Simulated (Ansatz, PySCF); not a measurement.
Process, species as SMILES: CO (CH4O) [methanol] -> CO (CH4O) as doublet, charge +1 + e-
Geometries: B3LYP-D3(BJ)/def2-TZVP minima from Ansatz (a quantum-chemistry and plane-wave program).
Geometry of the first species:
```xyz
6

C     -0.0525     0.6636    -0.0008
O     -0.0399    -0.7570     0.0018
H     -1.0978     0.9691     0.0075
H      0.8740    -1.0577    -0.0054
H      0.4365     1.0833     0.8854
H      0.4213     1.0799    -0.8968
```
Charge 0, spin multiplicity 1.

Wanted: adiabatic ionisation energy (0 K, with B3LYP-D3(BJ) harmonic zero-point energies from PySCF), in eV. Cores are frozen in the correlated levels unless marked. UHF or UKS for open shells. No spin-orbit coupling. Non-relativistic. CBS(X,Y): correlation extrapolated as X^-3; Hartree-Fock from the larger set. The bracket is a focal-point correction in the basis named.

```
level                                                                 program  adiabatic ionisation energy (eV)
-------------------------------------------------------------  --------------  --------------------------------
BP86-D3(BJ)/def2-TZVPD                                          PySCF + dftd3                        (withheld)
r2SCAN/def2-TZVPD                                                      Ansatz                             10.38
r2SCAN-D4/def2-TZVPD                                           Ansatz + dftd4                             10.38
PBE0/def2-TZVPD                                                        Ansatz                             10.48
BHLYP/def2-TZVPD                                                       Ansatz                             10.57
TPSSh-D4/def2-TZVPD                                             PySCF + dftd4                        (withheld)
PW6B95-D3(BJ)/def2-TZVPD                                        PySCF + dftd3                             10.57
PW6B95-D4/def2-TZVPD                                            PySCF + dftd4                             10.58
HSE06-D4/def2-TZVPD                                            Ansatz + dftd4                             10.48
CAM-B3LYP/def2-TZVPD                                                   Ansatz                             10.64
wB97X-V/def2-TZVPD                                                     Ansatz                        (withheld)
B2PLYP-D3(BJ)/def2-TZVPD                                       Ansatz + dftd3                             10.64
RPA@PBE/cc-pVTZ                                                        Ansatz                        (withheld)
SCS-MP2/cc-pwCVTZ                                                      Ansatz                             11.00
RI-MP2/CBS(aug-cc-pVTZ,aug-cc-pVQZ)+[CCSD(T)-MP2]/aug-cc-pVTZ          Ansatz                             10.91
```

What belongs in the gaps?


- BP86-D3(BJ)/def2-TZVPD, adiabatic ionisation energy (eV): 10.44
- TPSSh-D4/def2-TZVPD, adiabatic ionisation energy (eV): 10.41
- wB97X-V/def2-TZVPD, adiabatic ionisation energy (eV): 10.61
- RPA@PBE/cc-pVTZ, adiabatic ionisation energy (eV): 10.76
